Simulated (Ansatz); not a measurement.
A cut through the energy surface

C₂H₃B (SMILES BC#C), closed shell, at its PBE0-D4/def2-TZVP minimum:

```csv
atom,x (Å),y (Å),z (Å)
B1,-0.8304,0.6473,-0.3943
C2,0.2786,-0.2241,0.1179
C3,1.1727,-0.9266,0.5305
H4,-1.7562,0.1567,-0.9657
H5,-0.7833,1.8282,-0.2286
H6,1.9608,-1.5456,0.8940
```

The bond length B1–H4 (1.193 Å at the minimum) is set to the values below, the two halves moving rigidly along the bond. Each method's energies count from its own value at the PBE0-D4 minimum structure. Program: Ansatz 0.2.0. Basis: def2-TZVPP. Cores are frozen in the correlated methods. B3LYP uses VWN-RPA correlation.

| bond length (Å) | CCSD(T) (kcal/mol) | r2SCAN-D4 (kcal/mol) | wB97M-V (kcal/mol) |
| --- | --- | --- | --- |
| 1.074 | 4.64 | 4.66 | 4.25 |
| 1.098 | 2.81 | 2.83 | 2.51 |
| 1.133 | 1.03 | 1.05 | 0.85 |
| 1.174 | 0.08 | 0.09 | 0.03 |
| 1.220 | 0.22 | 0.20 | 0.29 |
| 1.268 | 1.45 | 1.39 | 1.63 |
| 1.320 | 3.74 | 3.63 | 4.04 |
| 1.375 | 6.99 | 6.82 | 7.41 |
| 1.432 | 11.01 | 10.76 | 11.56 |

Minimum and curvature along this coordinate at CCSD(T): A fifth-order fit through the nearest points gives 1.191 Å, with a curvature of about 24 eV/Å².

Task: Treat the two halves as rigid bodies and work out the harmonic wavenumber of this stretch from that curvature (ν̃ = 521.5 √(k/μ) cm⁻¹ with k in eV/Å² and μ in u).

Result: The halves weigh 36.85 and 1.01 u, so μ = 36.85 × 1.01/37.86 = 0.983 u and ν̃ = 521.5 √(24/0.983) ≈ 2600 cm⁻¹. A true normal mode mixes in other motions, so this is a guide only.

Largest difference from the CCSD(T) curve over the scan: PBE-D4 1.31; PBE0-D4 0.24; B3LYP-D4 0.27; HF 1.23 kcal/mol. Each curve counts from its own value at the minimum.

No T1 diagnostic of these runs exceeds 0.015.

For scale, one of the runs: CCSD(T)/def2-TZVPP, 135 basis functions (an equivalent command: `ansatz run in.yaml --threads 2`). Time: 8.5 s of wall clock on 2 CPU threads; the host was shared. Peak host memory: 0.77 GiB.
